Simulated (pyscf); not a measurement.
Single points on ωB97X-D3(BJ)/def2-SVP structures (PySCF, gas phase).

Task: For `[O]=[Ta]([Cl])[Cl]` [doublet] + `[OH2]` → `[OH][Ta]([OH])([Cl])[Cl]` [doublet], an addition across a multiple bond or ene-type step (doublet surface; H–O broken, H–O, O–Ta formed), PBE/def2-TZVP gives ΔE‡ = -0.08 eV and ΔE = -1.35 eV (zero: the separated reactants). In which direction and how far do B3LYP-D3(BJ)/def2-TZVP, M06-2X/def2-TZVP, ωB97M-D3(BJ)/def2-TZVP move these?

Result: B3LYP-D3(BJ): ΔE‡ = -0.02 eV, ΔE = -1.52 eV; M06-2X: ΔE‡ = -0.09 eV, ΔE = -1.56 eV; ωB97M-D3(BJ): ΔE‡ = -0.03 eV, ΔE = -1.57 eV. PBE's barrier matches one of them and lies within 0.06 eV of the others. Its reaction energy lies over all of them, by 0.17 to 0.21 eV. On the reactant side the descent ends in an adduct with a O–Ta contact, 1.05 eV under the separated species and 0.91 eV under the saddle at ωB97X-D3(BJ)/def2-TZVP. On the product side the descent ends in a point that may be a rotor saddle (no frequency run), 0.08 eV over the lowest minimum found and 1.48 eV under the saddle at ωB97X-D3(BJ)/def2-TZVP. At PBE, B3LYP-D3(BJ), M06-2X, ωB97M-D3(BJ) the saddle lies under the separated reactants, which points to a path from their complex (located at ωB97X-D3(BJ) alone). What is counted as formed (O–Ta) is already present as a longer contact in the reactant adduct; forming that adduct is a step of its own. At the saddle there is also a short H–Ta contact that neither side keeps. At ωB97X-D3(BJ)/def2-TZVP the barrier from the zero used here is -0.13 eV. This is the saddle that the search found; another between the same sides may lie lower. Open-shell species with a d-block atom are single-reference here; other states, and whether the spin sits on metal or ligand, were not checked. Elements past Kr carry the def2 core potentials, without spin-orbit coupling.
